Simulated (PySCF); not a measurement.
# C4H5NS (2-thiophenamine): the cost of one run

Programs: PySCF 2.14.0, with routines of our own; each step states its level. All values are computed. Atoms count from 0.

## Step 1: The system as given

11 atoms, charge 0, multiplicity 1; geometry from: GFN2-xTB.

## Step 2: Geometry optimisation at PBE0-D3(BJ)/def2-TZVP

What the job is given:

```
{"job": {"xc": "PBE0", "basis": "def2-TZVP", "d3": "d3bj", "grid": 2, "kind": "geom"}, "charge": 0, "multiplicity": 1}
N      2.108777     0.199903    -0.176822
C      0.733414     0.181549    -0.073324
C     -0.083625    -0.895430     0.102503
C     -1.455329    -0.551780     0.060353
C     -1.669669     0.768775    -0.138238
S     -0.184404     1.644663    -0.283145
H      2.544090     1.092341    -0.002108
H      2.574977    -0.572657     0.274041
H      0.281441    -1.895585     0.251238
H     -2.248240    -1.269535     0.174081
H     -2.596009     1.300427    -0.214542
```

Launch:

```console
$ OMP_NUM_THREADS=1 python excited_run.py task.json out
```

One launch serves the whole session: the jobs run in the order shown.

Q: Estimate the wall time and peak memory of this first job on 1 thread of Arm Neoverse V1, shared host.

About 1.8 min, with a peak of 0.9 GiB.
